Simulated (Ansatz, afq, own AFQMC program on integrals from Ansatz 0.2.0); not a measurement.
# AFQMC, coupled cluster and functionals along a coordinate of CH$_{3}$B, singlet

```xyz
5

B    -0.9345    0.0086    0.0074
C     0.5963   -0.0055   -0.0047
H     0.9628   -1.0402   -0.0025
H     0.9841    0.5112    0.8828
H     0.9698    0.5022   -0.9035
```

The B1–C2 distance is changed with both sides rigid. Energies in mEh count from this geometry (1.531 Å) at the same level; the start stands on RHF, each point on the determinant named.

Basis cc-pVDZ. Only valence electrons are correlated. Ansatz 0.2.0 and our own AFQMC program on the same integrals; the CISD trial comes from CCSD amplitudes, and released means the phaseless constraint is let go. Uncertainties: one standard error, sampling alone.

Cautions, each for one point or more: cluster runs in doubt by the program's own checks; higher spins were not checked; restricted determinant unstable towards unrestricted; strong correlation; unrestricted determinant spin contaminated; walk and cluster series may follow different spin states.

| r(B1–C2) / Å | det. | T1 | weight | ⟨S²⟩ | wB97M-V | CCSD | CCSD(T) |
| --- | --- | --- | --- | --- | --- | --- | --- |
| 1.203 | RHF | 0.011 | 0.88 | pure | 98.1 | 111.0 | 110.7 |
| 1.838 | RHF | 0.013 | 0.87 | pure | 23.2 | 18.3 | 18.1 |
| 2.499 | RHF | 0.017 | 0.83 | pure | 105.9 | 93.9 | 91.2 |
| 3.331 | UHF‡¶ | 0.022 | 0.86 | 0.96 | 157.3§ | 139.8 | 141.8 |
| 5.229 | UHF‡¶ | 0.008 | 0.88 | 1.02 | 165.7§ | 143.5 | 146.5 |

Q: Estimate the curve of CCSDT(Q), counted from the same start.

A: 
```
r(B1–C2) / Å   det.     T1  weight  ⟨S²⟩  CCSDT(Q)  ph-AFQMC/CISD  released AFQMC
       1.203    RHF  0.011    0.88  pure     110.8    111.4 ± 0.7     110.2 ± 0.8
       1.838    RHF  0.013    0.87  pure      18.0     19.5 ± 0.7               –
       2.499    RHF  0.017    0.83  pure      90.6     94.3 ± 0.9     92.1 ± 1.3*
       3.331  UHF‡¶  0.022    0.86  0.96     135.8    138.9 ± 0.8               –
       5.229  UHF‡¶  0.008    0.88  1.02     146.7    147.0 ± 0.7    146.8 ± 0.8*
```

Weight is that of the determinant in the CISD state; at the start T1 is 0.011 and the weight 0.87. ¶ marks points with a poor determinant and no full CI, where no value is sure; they don't count among the departures. An asterisk marks released energies that aren't shown to be converged. A double dagger marks points where the walks on two determinants ended up to 12.7 mEh apart; the lower is shown. A dash marks a missing value, a released energy that hasn't settled or a functional that sits on another state. § marks a functional whose ⟨S²⟩ is too high by over 0.1. Largest departures from CCSDT(Q), at the points where its series has closed: CCSD(T) 0.7 mEh at 2.499 (on RHF), ph-AFQMC/CISD 3.7 mEh at 2.499 (on RHF), wB97M-V 15.4 mEh at 2.499, CCSD 3.4 mEh at 2.499 (on RHF). Functionals count only at points shown to share the start's state and spin. In this small basis the wave-function levels are far from their limit, so their gap to the functionals isn't the functionals' error.

A walk keeps the symmetry of its determinant, which the program's search chose and which needn't be the lowest solution, so a lower state of the same spin and another symmetry isn't excluded.
